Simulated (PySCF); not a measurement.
C4H5NO.
SMILES: `CC1=NC=CO1`

The closed-shell SCF was solved with PySCF and density fitting under several settings on one GFN2-xTB geometry (grid level 2 and gas phase unless stated).

| settings | basis functions | SCF cycles | E (Eh) | HOMO (eV) | LUMO (eV) | dipole (D) |
| --- | --- | --- | --- | --- | --- | --- |
| KT3/pcSseg-1, fitting basis def2-universal-jkfit | 127 | 12 | -289.7072 | -5.86 | -0.85 | 1.31 |
| revPBE/pcSseg-1, IEF-PCM dichloromethane, energy threshold 1e-08 Eh | 127 | 11 | -285.2959 | -5.84 | -0.83 | 1.82 |

Q: Estimate the row for these settings: X3LYP/3-21G.

A: 
```csv
settings,basis functions,SCF cycles,E (Eh),HOMO (eV),LUMO (eV),dipole (D)
X3LYP/3-21G,64,13,-283.6796,-6.68,0.40,1.28
```

Q: Over all rows, what range does the HOMO–LUMO gap span?

A: From 5.01 eV to 7.08 eV.

Q: And the dipole moment?

A: From 1.28 D (X3LYP/3-21G) to 1.82 D (revPBE/pcSseg-1, IEF-PCM dichloromethane, energy threshold 1e-08 Eh); the largest is 1.42 times the smallest, and the median is 1.31 D.

Whole jobs, the steps after the SCF included, on one thread, Intel Xeon Platinum 8488C (x86_64), no GPU, shared host:

```
                                                           settings                                                            work after the SCF  wall time  peak memory
                   KT3/pcSseg-1, fitting basis def2-universal-jkfit               shieldings, ring-centre shieldings, charges and field gradients       13 s     0.58 GiB
revPBE/pcSseg-1, IEF-PCM dichloromethane, energy threshold 1e-08 Eh                                            shieldings, ring-centre shieldings      9.4 s     0.67 GiB
                                                        X3LYP/3-21G  spin–spin couplings from 10 perturbed nuclei, spin–dipole term for 1 of them      4.9 s     0.38 GiB
```

Cycle counts include a coarse-grid stage where the run had one. KT3 was designed for NMR shieldings or shifts; total energies of different functionals aren't comparable. Geometry: GFN2-xTB; no vibrations or thermal averaging.
